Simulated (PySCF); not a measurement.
Species: C3H3ClO.
Numbering: `[CH2:1]=[CH:2][C:3](=[O:4])[Cl:5]` (hydrogens: H6, H7 on C1; H8 on C2)

The same species was optimised twice, with GFN2-xTB and with PBE0-D3(BJ)/def2-SVP (PySCF), and the same property calculations (PySCF, gas phase) were run on both structures.

```tsv
coordinate	GFN2-xTB	PBE0-D3(BJ)/def2-SVP	change
C1–H7 (Å)	1.076	1.092	+0.016
C2–C3 (Å)	1.462	1.478	+0.016
C1–H6 (Å)	1.078	1.094	+0.016
C2–H8 (Å)	1.079	1.092	+0.013
C3–Cl5 (Å)	1.774	1.786	+0.012
C1=C2 (Å)	1.329	1.336	+0.007
C3=O4 (Å)	1.188	1.187	-0.001
C2–C3–O4 (°)	128.5	127.1	-1.4
O4–C3–Cl5 (°)	119.8	121.0	+1.2
H6–C1–H7 (°)	117.4	118.4	+1.0
C2–C1–H7 (°)	122.0	121.3	-0.7
C1–C2–C3 (°)	120.4	119.9	-0.5
C3–C2–H8 (°)	116.9	117.4	+0.5
C2–C1–H6 (°)	120.7	120.3	-0.4
C2–C3–Cl5 (°)	111.7	111.9	+0.2
C1–C2–C3–O4 (°)	0	2	+2
```

Rotational constants: A = 9210, B = 2705, C = 2091 MHz (GFN2-xTB) against A = 9206, B = 2659, C = 2063 MHz (PBE0-D3(BJ)/def2-SVP). Point groups within 0.08 Å: Cs and Cs.

On the GFN2-xTB structure: HOMO (eV) -8.64 [PBE0/pcSseg-1]; LUMO (eV) -2.39 [PBE0/pcSseg-1]; dipole (D) 3.31 [PBE0/pcSseg-1]; GIAO shielding of C1 (ppm) 42.2 [PBE0/pcSseg-1]; GIAO shielding of C2 (ppm) 45.3 [PBE0/pcSseg-1]; GIAO shielding of C3 (ppm) 11.9 [PBE0/pcSseg-1]; GIAO shielding of O4 (ppm) -227.4 [PBE0/pcSseg-1]; GIAO shielding of Cl5 (ppm) 458.2 [PBE0/pcSseg-1].

What do these properties become on the PBE0-D3(BJ)/def2-SVP structure?

```csv
property,level,on GFN2-xTB,on PBE0-D3(BJ)/def2-SVP,change
HOMO (eV),PBE0/pcSseg-1,-8.64,-8.69,-0.05
LUMO (eV),PBE0/pcSseg-1,-2.39,-2.38,+0.01
dipole (D),PBE0/pcSseg-1,3.31,3.25,-0.06
"energy, GFN2-xTB geometry as zero (kcal/mol)",PBE0/pcSseg-1,0.0,-0.3,-0.3
GIAO shielding of C1 (ppm),PBE0/pcSseg-1,42.2,40.1,-2.1
GIAO shielding of C2 (ppm),PBE0/pcSseg-1,45.3,42.4,-2.9
GIAO shielding of C3 (ppm),PBE0/pcSseg-1,11.9,11.3,-0.6
GIAO shielding of O4 (ppm),PBE0/pcSseg-1,-227.4,-224.1,+3.3
GIAO shielding of Cl5 (ppm),PBE0/pcSseg-1,458.2,457.1,-1.1
```

The heavy atoms differ by 0.016 Å rms after alignment. Among all bonds C1–H6, C1–H7 and C2–C3 change most and about equally (+0.016 Å). Changes are differences of the printed values. Neither structure is proved a minimum here.

Shape of the structure used: `[CH2:1]=[CH:2][C:3](=[O:4])[Cl:5]`: C1–C2–C3–O4 2°.
